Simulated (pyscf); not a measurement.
PySCF, gas phase, ωB97X-D3(BJ)/def2-SVP geometries.

### Question
Cl–Zn–Cl + hydrogen (H₂) -> hydrogen chloride (HCl) + Cl–ZnH
Surface: singlet. Broken: Cl–Zn, H–H. Formed: Cl–H, H–Zn. Give ΔE‡ and ΔE from ωB97M-D3(BJ)/def2-TZVP, relative to the separated reactants.

### Answer
ΔE‡ = 35.6 kcal/mol, ΔE = +22.6 kcal/mol. Zero-point energy shifts the barrier by +1.0 kcal/mol. It is a four-centre exchange, with an imaginary mode of 1105i cm⁻¹. On the product side the descent ends in a complex, 4.7 kcal/mol under the separated species and 15.2 kcal/mol under the saddle at ωB97X-D3(BJ)/def2-TZVP. This is the saddle that the search found; another between the same sides may lie lower. Elements up to Kr have no core potential and no relativistic terms here.
